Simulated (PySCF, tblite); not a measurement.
## 2 × hydrogen chloride and dimethyl ether

A gas-phase complex of 2 × hydrogen chloride and dimethyl ether; neutral, singlet. The structure comes from a short search (6 tight-binding starts) and was relaxed by PBE0-D3(BJ)/def2-SVPD; another way of binding may lie lower. No frequency run checks that it is a minimum.

```csv
part,name,SMILES,atoms,charge,multiplicity
1,hydrogen chloride,Cl,1–2,0,1
2,hydrogen chloride,Cl,3–4,0,1
3,dimethyl ether,COC,5–13,0,1
```

```
atom  part   x (Å)   y (Å)   z (Å)
 Cl1     1  -0.121  -0.360   0.204
  H2     1   0.721  -1.414  -0.104
 Cl3     2   2.303  -0.148   2.676
  H4     2   1.305  -0.072   1.824
  C5     3   1.698  -3.413   0.745
  O6     3   1.682  -2.489  -0.328
  C7     3   2.959  -1.991  -0.683
  H8     3   2.246  -4.319   0.447
  H9     3   2.167  -2.965   1.634
 H10     3   0.656  -3.668   0.967
 H11     3   2.810  -1.250  -1.475
 H12     3   3.588  -2.812  -1.058
 H13     3   3.443  -1.514   0.184
```

Contacts between parts, classed by geometry: H2···O6 1.459 Å (hydrogen bond, 175°); H4···Cl1 2.177 Å (hydrogen bond, 166°).

Deforming the relaxed parts to their shape here costs 3.5 kcal/mol, which the interaction energies leave out.

Interaction energies are complex less parts, with the parts frozen as they stand in it; counterpoise-corrected, in kcal/mol (PySCF).

**Question.** Give the interaction energy at each level run.

**Answer.** 
```
                 level  interaction  superposition error removed
wB97M-D3(BJ)/def2-SVPD       -15.74                        -2.39
 PBE0-D3(BJ)/def2-SVPD       -18.64                        -2.41
```

**Question.** What holds them together? Decompose the wB97M-D3(BJ)/def2-SVPD energy: frozen parts, their antisymmetrised product, then relaxation.

**Answer.** electrostatic -37.2, Pauli repulsion +56.8, orbital relaxation -33.7, dispersion correction -4.0 kcal/mol, which sum to the value before the counterpoise correction; the Pauli term holds the exchange-correlation of the frozen density too. Of the attraction, 50 % is electrostatic, 45 % is orbital relaxation, 5 % is dispersion correction.

The parts were also relaxed and run alone, at the levels used for the complex: shieldings by PBE0/pcSseg-1; core levels by delta-SCF with SCAN, pcX-2 on the ionised atom and pcseg-1 elsewhere, spin-free X2C (2p3/2 is the spin-free 2p value less a third of a first-order spin-orbit splitting).

**Question.** How do these values change when the complex forms?

**Answer.** 
```csv
property,alone,in the complex,change
Cl1–H2 bond (Å),1.288,1.384,+0.096
shielding of H2 (ppm),30.34,19.04,-11.30
shielding of O6 (ppm),333.9,306.3,-27.6
shielding of H4 (ppm),30.34,25.91,-4.43
shielding of Cl1 (ppm),940.8,948.6,+7.8
Cl1 2p3/2 core level (eV),207.38,205.67,-1.71
Cl3 2p3/2 core level (eV),207.38,206.20,-1.18
O6 1s core level (eV),538.55,540.02,+1.47
```

Density functionals tend to overstate the lengthening and the red shift of so strongly bound an X–H bond.
